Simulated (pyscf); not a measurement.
PySCF, gas phase, ωB97X-D3(BJ)/def2-SVP geometries.

### Question
H₃Si–PH–SiH₃ + H• → SiH₄ + H₃Si–PH•
Surface: doublet. Broken: P–Si. Formed: H–Si. Give ΔE‡ and ΔE from PBE0-D3(BJ)/def2-TZVP, relative to the separated reactants.

### Answer
ΔE‡ = 0.9 kcal/mol, ΔE = -17.7 kcal/mol. ωB97M-D3(BJ)/def2-TZVP gives 4.8 kcal/mol and -20.8 kcal/mol. Zero-point energy shifts the barrier by +0.7 kcal/mol. It is a substitution at Si, with an imaginary mode of 613i cm⁻¹. This is the saddle that the search found; another between the same sides may lie lower. The angle at the attacked Si is 177°.
